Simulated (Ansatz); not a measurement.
## [H···H···SiH₃], doublet: transfer scan

Starting geometry:

```xyz
6

H    -2.6755    0.0000    0.0000
H    -1.9305    0.0000    0.0000
Si    0.1055    0.0000    0.0000
H     0.5555   -1.4163    0.0000
H     0.5555    0.7081   -1.2265
H     0.5555    0.7081    1.2265
```

From there H2 is moved from one fragment to the other while all else, the fragments' distance too, stays fixed; atoms are numbered as listed. Energies are in kcal/mol, counted from the starting geometry at the same level. Kohn–Sham curves are unrestricted where that lies lower.

Basis cc-pVTZ; Ansatz 0.2.0. Correlated methods freeze the noble-gas cores. R marks a restricted (for open shells ROHF) determinant, U an unrestricted one.

Full CI isn't at hand for all of this; UCCSDT(Q) serves as the reference, and is uncertain by about the last step of the cluster series.

```
distance H1-H2 (Å)  r2SCAN
             0.745     0.0
             0.830     0.6
             1.000     5.6
             1.171     8.1
             1.341    11.0
```

Question: Estimate the UCCSDT(Q) curve in cc-pVTZ from this one, knowing how r2SCAN errs.

Answer: The computed UCCSDT(Q) values, in kcal/mol from the starting point, and the error of r2SCAN against them:
```tsv
distance H1-H2 (Å)	UCCSDT(Q)	r2SCAN less UCCSDT(Q)
0.745	0.0	0.0
0.830	1.5	-0.8
1.000	7.6	-2.0
1.171	9.4	-1.3
1.341	10.4	0.6
```

The error spans 2.6 kcal/mol and is largest, -2.0 kcal/mol, at 1.000 Å.
